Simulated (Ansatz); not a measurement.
Cubic perovskite CsSnBr3, treated with PBE-D4 (Ansatz, a program for electronic structure, PAW).

Settings: plane-wave cutoff 520 eV, 6×6×6 k mesh, Fermi–Dirac smearing 0.01 eV, scalar-relativistic PAW data made under PBE.

Computed at the level's own relaxed cell.

Problem. Predict the band gap, direct gap at Γ and lattice parameter a.

Solution. 
band gap: 0.46 eV
direct gap at Γ: 5.14 eV
lattice parameter a: 5.821 Å

Note: the relaxation could not lower the start's symmetry, so the cell can be a saddle point above a distorted one.

Spin–orbit coupling is not included.

The computed numbers hold no vibrational or temperature effects.

Computing time: about 80 core-seconds (a rough figure).
